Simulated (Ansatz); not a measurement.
## Telling isomers of C5H3Cl apart by their spectra

These gas-phase data were calculated for one isomer of C5H3Cl at r2SCAN-D4/def2-SVP (harmonic, unscaled wavenumbers; equilibrium rotational constants with average atomic masses):

```
rotational constants            : 7.289, 1.505, 1.258 GHz
all wavenumbers above 1500 cm⁻¹ : 3474, 3121, 3032, 2198, 1870
```

Candidates:

(1) `C#CC1=C(Cl)C1`, a singlet
(2) `C#CC#CCCl`, a singlet
(3) `C#CC(Cl)C#C`, a singlet

Problem. Assign the data to one candidate and say why. Where the bands don't settle it, estimate the moments of inertia from typical bond lengths.

Solution. Candidate (1). 1 mode lies between 3300 and 3560 cm⁻¹, one for each ≡C–H bond, while (3) has 2. The rotational constants decide the rest: (2) would give 15.34, 0.9594, 0.9082 GHz.

The same quantities for all candidates:

|  | rotational constants (GHz) | wavenumbers above 1500 cm⁻¹ | E above the lowest, r2SCAN-D4/def2-SVP (kcal/mol) |
| --- | --- | --- | --- |
| (1) | 7.289, 1.505, 1.258 | 3474, 3121, 3032, 2198, 1870 | 14.7 |
| (2) | 15.34, 0.9594, 0.9082 | 3474, 3130, 3064, 2323, 2153 | 0.0 |
| (3) | 2.981, 2.769, 1.507 | 3474, 3473, 3064, 2222, 2222 | 17.0 |

Programs: Ansatz 0.2.0.
